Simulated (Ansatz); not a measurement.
## How methods differ on SiH3F (SMILES F[SiH3])

SiH3F: 5 atoms, total charge 0, spin state singlet. SMILES: `F[SiH3]`. The shape was relaxed beforehand at PBE0/def2-SVP.

```xyz
5

F    -1.2947    0.1656    0.8716
Si    0.0435   -0.0194   -0.0309
H    -0.3641   -0.1939   -1.4524
H     0.7765   -1.2230    0.4498
H     0.8888    1.1971    0.1204
```

Each level gives the dissociation energy of the H3–Si2 bond into doublet H and doublet SiH2F (shapes relaxed at PBE0/def2-SVP, no zero-point term) (eV). The values are calculated.

```csv
level,kind,program,value (eV),less CCSD(T)/def2-TZVPP,CPU time (all runs)
HF/def2-TZVPP,Hartree–Fock,Ansatz,3.42,-0.84,0.98 s
SVWN5/def2-TZVPP,LDA,Ansatz,4.40,+0.14,1.3 s
BLYP/def2-TZVPP,GGA,Ansatz,4.10,-0.16,2.3 s
r2SCAN/def2-TZVPP,meta-GGA,Ansatz,4.08,-0.18,5.2 s
B3LYP/def2-TZVPP,global hybrid,Ansatz,4.20,-0.06,2.6 s
CAM-B3LYP/def2-TZVPP,range-separated hybrid,Ansatz,4.24,-0.02,3.1 s
wB97M-V/def2-TZVPP,range-separated hybrid,Ansatz,4.31,+0.05,10 s
B2PLYP/def2-TZVPP,double hybrid,Ansatz,4.21,-0.05,4 s
CCSD(T)/def2-TZVPP,coupled cluster or CI,Ansatz,4.26,0.00,9.8 s
```

Differences are taken from CCSD(T)/def2-TZVPP for orientation; it has basis-set and higher-order errors of its own. The values span 3.42 to 4.40 eV. Hartree–Fock misses the correlation of the electron pair that is broken and comes out low. Measured bond enthalpies also hold zero-point and thermal terms, a few tenths of an eV less. In so small a basis fixed costs decide the times, and correlated methods can beat functionals. Times are those of the runs behind each value, whatever else they computed, on shared processors of several kinds: orders of magnitude only.
